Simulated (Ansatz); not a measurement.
# C2N2: the cost of one run

Program: Ansatz 0.2.0. Level of theory: the levels named in each step. These are calculated values, not measurements.

### Step 1. The system as given

Bond lengths: C1–N2 1.172 Å, N2–C3 1.295 Å, C3–N4 1.145 Å. Angles: C1–N2–C3 180.0°, N2–C3–N4 180.0°.

Structure file:

```xyz
4

C     0.0000    0.0000   -1.8133
N     0.0000    0.0000   -0.6408
C     0.0000    0.0000    0.6545
N     0.0000    0.0000    1.7996
```

### Step 2. A rough first relaxation, PBE-D4/def2-SVP

Input file input.yaml:

```yaml
crystal:
  periodic: [false, false, false]
  atoms:
    - { symbol: C, position_ang: [0.0, 0.0, -1.81331] }
    - { symbol: "N", position_ang: [0.0, 0.0, -0.64081] }
    - { symbol: C, position_ang: [0.0, 0.0, 0.6545] }
    - { symbol: "N", position_ang: [0.0, 0.0, 1.79962] }
basis:
  gaussian: { orbitals: def2-SVP }
hamiltonian:
  xc: pbe
  dispersion: d4
relax:
  f_tol: 0.03
  max_steps: 200
```

Command:

```
$ ansatz run input.yaml --threads 2 --pin off --max-ram 5120MiB --backend cpu --events-out ev --progress --plain --runs-dir out
```

What time and memory should one allow on 2 threads of Arm Neoverse V1, shared host?

About 1.8 s, with a peak of 0.099 GiB.
